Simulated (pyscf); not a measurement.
**Routes from HO–Si(F)(F)–F + hydrogen chloride (HCl)**

Candidate steps break at most two bonds and form at most two. Each was searched with GFN2-xTB (tblite) first. Structures and frequencies: ωB97X-D3(BJ)/def2-SVP in PySCF. Energies: ωB97M-D3(BJ)/def2-TZVP, kJ/mol, from the separated reactants, singlet surface.

| products | type | ΔE‡ | ΔE | ΔG‡ 298 K | ΔG‡ 900 K | ν‡ (cm⁻¹) |
|---|---|---|---|---|---|---|
| HO–Si(F)(F)–F + HCl | four-centre exchange | 146.1 | 0.0 | 183.6 | 274.3 | 1625i |
| HO–Si(F)(F)–Cl + HF | four-centre exchange | 155.0 | +55.8 | 200.3 | 297.7 | 664i |

Row 2: On the product side the descent ends in a complex (not fully relaxed), 23.9 kJ/mol under the separated species and 126.7 kJ/mol under the saddle at ωB97X-D3(BJ)/def2-TZVP. 

Plain bond fissions and candidates not yet searched are not listed, and one of them may be faster. Each barrier is that of the saddle found; lower ones may exist.
